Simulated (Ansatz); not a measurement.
Reaction: HS (SMILES [SH], doublet) → HS- (SMILES [SH-]) (an electron is taken up)
Each species at its own B3LYP-D3(BJ)/def2-TZVP minimum (Ansatz, a first-principles code).

Total energies in hartree (Ansatz). Radicals and triplets start from unrestricted determinants; spin-orbit coupling is neglected. Cores are frozen in correlated methods. No relativity.

| species | HF/aug-cc-pV(T+d)Z | CCSD(T)/aug-cc-pV(T+d)Z | HF/aug-cc-pV(Q+d)Z | CCSD(T)/aug-cc-pV(Q+d)Z | CCSDT(Q)/aug-cc-pV(Q+d)Z |
|---|---|---|---|---|---|
| 1: HS (SMILES [SH], doublet) | -398.10697 | -398.29330 | -398.11004 | -398.30692 | -398.30807 |
| 2: HS- (SMILES [SH-]) | -398.14618 | -398.37537 | -398.14912 | -398.39158 | -398.39278 |

Q: Work out the adiabatic electron affinity (electronic), positive where energy is released in eV: take Hartree-Fock from aug-cc-pV(Q+d)Z, extrapolate the CCSD(T) correlation energy as X^-3 (X = 3, 4), and add CCSDT(Q) - CCSD(T) in aug-cc-pV(Q+d)Z. 1 hartree = 27.211 eV.

A: 
Species 1: correlation (64·(-0.19688) - 27·(-0.18633))/37 = -0.20458; step -0.00115; E1 = -398.11004 + (-0.20458) + (-0.00115) = -398.31577
Species 2: correlation (64·(-0.24246) - 27·(-0.22919))/37 = -0.25214; step -0.00120; E2 = -398.14912 + (-0.25214) + (-0.00120) = -398.40246
+1·E1 -1·E2 = 0.08669 hartree = 2.36 eV.
